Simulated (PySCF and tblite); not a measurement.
Results of a calculation; reference values are marked as such.
System: C4H7NS, numbered as in [CH2:1]=[CH:2][N:3]([CH3:4])[CH:5]=[S:6].

Geometries: GFN2-xTB; energies: B3LYP/pcSseg-1 + D3(BJ); zero-point and thermal terms from GFN2-xTB harmonic modes (soft modes blended into free rotors). Rate constants are transition-state-theory values, counting equivalent paths, without tunnelling. (PySCF 2.14 with density fitting, tblite 0.8.)

(1) Estimate the barrier and the room-temperature rate of the rotation about the C2–N3 bond (torsion C1–C2–N3–C4 from 0° to 169°, rising).

## Answers

(1) The electronic barrier is 7.5 kcal/mol and ΔG‡(298 K) 6.6 kcal/mol, over a C1 saddle with an imaginary mode of 143i cm⁻¹ (GFN2-xTB). With 2 equivalent paths, k is 1.9×10⁸ s⁻¹, a mean lifetime of the start of 5.2 ns against this motion. The end lies 3.0 kcal/mol above the start in free energy.
